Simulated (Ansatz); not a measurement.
Ansatz (an electronic-structure program) job for dimethylamine (C2H7N), SMILES CNC, B3LYP-D3(BJ)/def2-TZVP. 

Ansatz 0.2 input:
```yaml
crystal:
  periodic: [false, false, false]
  atoms:
    - {symbol: C, position_ang: [0.02061069, 0.22346719, 1.20473387]}
    - {symbol: N, position_ang: [-0.15040240, -0.56132678, 0.00000000]}
    - {symbol: C, position_ang: [0.02061069, 0.22346719, -1.20473388]}
    - {symbol: H, position_ang: [0.99936369, 0.72487473, 1.26808606]}
    - {symbol: H, position_ang: [-0.75579750, 0.98866584, 1.23330756]}
    - {symbol: H, position_ang: [-0.09767174, -0.42441335, 2.07133044]}
    - {symbol: H, position_ang: [0.51369965, -1.33057328, 0.00000000]}
    - {symbol: H, position_ang: [0.99936369, 0.72487473, -1.26808606]}
    - {symbol: H, position_ang: [-0.09767174, -0.42441335, -2.07133043]}
    - {symbol: H, position_ang: [-0.75579749, 0.98866584, -1.23330755]}
basis:
  gaussian:
    orbitals: def2-TZVP
hamiltonian:
  xc: b3lyp
  dispersion: d3bj
relax: {f_tol: 0.002, max_steps: 200}
```

Log of the run:

```
WARN ansatz: RAYON_NUM_THREADS=1 ignored (pool sized by the plan → 1); use --threads N
Functional definition: B3LYP
integrals: 0.04 GiB planned
823 factors; their error is unknown
mean field: 0.43 GiB planned
mean field evaluation 1: about -3670.1291 eV, gradient 6.5e1 eV
mean field evaluation 2: about -3660.0384 eV, gradient 9.1e1 eV
mean field evaluation 4: about -3679.5270 eV, gradient 5.3e0 eV
mean field evaluation 8: about -3679.5576 eV, gradient 3.8e-2 eV
mean field evaluation 16: about -3679.5576 eV, gradient 1.8e-5 eV
mean field -3679.55755403 eV, -135.2212460170 hartree, gradient 1.8e-5 eV, S^2 0.000000; 0 other end points of the search recorded, 0 dependent functions left out
the calculation of the forces begins
reference -3679.55779577 eV, -135.2212549006 hartree; 13, 13 occupied and 122, 122 virtual orbitals, 823 factors
relax step   1: F+E_penalty+E_count = -3679.79165355 eV  Δ(F+E_penalty+E_count) = +0.000e0 eV  max|allowed force component| = 3.121e-1 eV/Å  Δτ_max = 0.0000 Å  (27 SCF iters, accepted)
these checks for a lower state are left out or cut short: starts, cluster_reference, orbital_swaps, neighbouring_geometries, increment
integrals: 0.04 GiB planned
823 factors; their error is unknown
mean field: 0.43 GiB planned
mean field -3679.56563635 eV, -135.2215430367 hartree, gradient 1.0e-5 eV, S^2 0.000000; 0 other end points of the search recorded, 0 dependent functions left out
the calculation of the forces begins
reference -3679.56587877 eV, -135.2215519456 hartree; 13, 13 occupied and 122, 122 virtual orbitals, 823 factors
relax step   2: F+E_penalty+E_count = -3679.79873278 eV  Δ(F+E_penalty+E_count) = -7.079e-3 eV  max|allowed force component| = 9.159e-2 eV/Å  Δτ_max = 0.0232 Å  (31 SCF iters, accepted)
these checks for a lower state are left out or cut short: starts, cluster_reference, orbital_swaps, neighbouring_geometries, increment
integrals: 0.04 GiB planned
823 factors; their error is unknown
mean field: 0.43 GiB planned
mean field evaluation 32: about -3679.5665 eV, gradient 1.0e-5 eV
mean field -3679.56649334 eV, -135.2215745304 hartree, gradient 1.0e-5 eV, S^2 0.000000; 0 other end points of the search recorded, 0 dependent functions left out
the calculation of the forces begins
reference -3679.56673591 eV, -135.2215834448 hartree; 13, 13 occupied and 122, 122 virtual orbitals, 823 factors
relax step   3: F+E_penalty+E_count = -3679.79940376 eV  Δ(F+E_penalty+E_count) = -6.710e-4 eV  max|allowed force component| = 2.464e-2 eV/Å  Δτ_max = 0.0143 Å  (31 SCF iters, accepted)
these checks for a lower state are left out or cut short: starts, cluster_reference, orbital_swaps, neighbouring_geometries, increment
integrals: 0.04 GiB planned
823 factors; their error is unknown
mean field: 0.43 GiB planned
mean field -3679.56667593 eV, -135.2215812406 hartree, gradient 1.0e-5 eV, S^2 0.000000; 0 other end points of the search recorded, 0 dependent functions left out
the calculation of the forces begins
reference -3679.56691844 eV, -135.2215901528 hartree; 13, 13 occupied and 122, 122 virtual orbitals, 823 factors
relax step   4: F+E_penalty+E_count = -3679.79957356 eV  Δ(F+E_penalty+E_count) = -1.698e-4 eV  max|allowed force component| = 4.154e-2 eV/Å  Δτ_max = 0.0185 Å  (31 SCF iters, accepted)
these checks for a lower state are left out or cut short: starts, cluster_reference, orbital_swaps, neighbouring_geometries, increment
integrals: 0.04 GiB planned
823 factors; their error is unknown
mean field: 0.43 GiB planned
mean field -3679.56671275 eV, -135.2215825937 hartree, gradient 1.0e-5 eV, S^2 0.000000; 0 other end points of the search recorded, 0 dependent functions left out
the calculation of the forces begins
reference -3679.56695519 eV, -135.2215915032 hartree; 13, 13 occupied and 122, 122 virtual orbitals, 823 factors
relax step   5: F+E_penalty+E_count = -3679.79961587 eV  Δ(F+E_penalty+E_count) = -4.230e-5 eV  max|allowed force component| = 6.033e-3 eV/Å  Δτ_max = 0.0022 Å  (32 SCF iters, accepted)
these checks for a lower state are left out or cut short: starts, cluster_reference, orbital_swaps, neighbouring_geometries, increment
integrals: 0.04 GiB planned
823 factors; their error is unknown
mean field: 0.43 GiB planned
mean field -3679.56671256 eV, -135.2215825867 hartree, gradient 1.0e-5 eV, S^2 0.000000; 0 other end points of the search recorded, 0 dependent functions left out
the calculation of the forces begins
reference -3679.56695502 eV, -135.2215914969 hartree; 13, 13 occupied and 122, 122 virtual orbitals, 823 factors
relax step   6: F+E_penalty+E_count = -3679.79961868 eV  Δ(F+E_penalty+E_count) = -2.809e-6 eV  max|allowed force component| = 3.327e-4 eV/Å  Δτ_max = 0.0006 Å  (32 SCF iters, accepted)
integrals: 0.04 GiB planned
823 factors; their error is unknown
mean field: 0.43 GiB planned
mean field evaluation 64: about -3670.2391 eV, gradient 6.5e1 eV
mean field -3679.56671256 eV, -135.2215825867 hartree, gradient 1.0e-5 eV, S^2 0.000000; 1 other end points of the search recorded, 0 dependent functions left out
the calculation of the forces begins
reference -3679.56695502 eV, -135.2215914969 hartree; 13, 13 occupied and 122, 122 virtual orbitals, 823 factors
Total energy: -3679.79986114 eV, -135.2301506388 hartree
Atom 0 at     0.024099     0.221794     1.212134 Å, force     0.000181    -0.000333    -0.000202 eV/Å
Atom 1 at    -0.161454    -0.558252     0.000000 Å, force     0.000065     0.000013     0.000000 eV/Å
Atom 2 at     0.024099     0.221794    -1.212134 Å, force     0.000181    -0.000333     0.000202 eV/Å
Atom 3 at     0.995676     0.740938     1.264900 Å, force    -0.000081     0.000007     0.000004 eV/Å
Atom 4 at    -0.757866     0.982395     1.277162 Å, force    -0.000127     0.000243    -0.000119 eV/Å
Atom 5 at    -0.068176    -0.424804     2.085660 Å, force     0.000020    -0.000022     0.000097 eV/Å
Atom 6 at     0.470295    -1.349106    -0.000000 Å, force    -0.000049     0.000197     0.000000 eV/Å
Atom 7 at     0.995676     0.740938    -1.264900 Å, force    -0.000081     0.000007    -0.000004 eV/Å
Atom 8 at    -0.068176    -0.424804    -2.085660 Å, force     0.000020    -0.000022    -0.000097 eV/Å
Atom 9 at    -0.757866     0.982395    -1.277162 Å, force    -0.000127     0.000243     0.000119 eV/Å
Dipole moment:     0.198072     0.017622    -0.000000 e Å
```

The run converged.

Cost: very roughly 18 core-seconds.
